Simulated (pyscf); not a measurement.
Structures and frequencies: ωB97X-D3(BJ)/def2-SVP in PySCF.

Problem. F–MoH(F)(F)(F)–S–SiH₃ → F–Mo(F)(F)(F)=S + silane (SiH₄)
Surface: singlet. Broken: S–Si, H–Mo. Formed: H–Si. Give ΔE‡ and ΔE from B3LYP-D3(BJ)/def2-TZVP, relative to the reactant's lowest minimum found.

Solution. ΔE‡ = 21.8 kcal/mol, ΔE = -16.1 kcal/mol. ωB97M-D3(BJ)/def2-TZVP gives 23.9 kcal/mol and -15.1 kcal/mol. Zero-point energy shifts the barrier by +0.2 kcal/mol. It is an elimination, with an imaginary mode of 343i cm⁻¹. This is the saddle that the search found; another between the same sides may lie lower. Elements past Kr carry the def2 core potentials, without spin-orbit coupling.
